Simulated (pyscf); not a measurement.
Single points on ωB97X-D3(BJ)/def2-SVP structures (PySCF, gas phase). MP2 and CC: frozen core, UHF for open shells. ΔMP2 is the change of the MP2 total energy from the triple- to the quadruple-zeta basis.

Problem. Estimate the classical barrier height and the reaction energy of H₂C=CH–GaH–OH → HO–Ga [singlet] + H₂C=CH₂ at CCSD(T)/def2-TZVPP + ΔMP2(QZVPP). The step runs on the singlet surface, breaks C–Ga, Ga–H and forms C–H; take the reactant's lowest minimum found as zero.

Solution. ΔE‡ = 335.7 kJ/mol, ΔE = +7.8 kJ/mol. Zero-point energy shifts the barrier by -9.2 kJ/mol. It is a 1,1-elimination, with an imaginary mode of 1212i cm⁻¹. On the reactant side the descent ends in a point that may be a rotor saddle (no frequency run), 4.2 kJ/mol over the lowest minimum found and 351.2 kJ/mol under the saddle at ωB97X-D3(BJ)/def2-TZVP. At ωB97X-D3(BJ)/def2-TZVP the barrier from the zero used here is 355.4 kJ/mol. One saddle was located; it need not be the lowest between these sides. The CCSD(T) − MP2 part came from Ansatz, without density fitting, on the same reference. The frozen core leaves the outer d or s,p core shells of the metals and heavy elements correlated in the MP2 and CC values, and def2-TZVPP describes them poorly, which can shift differences by a few kcal/mol. Elements up to Kr have no core potential and no relativistic terms here.
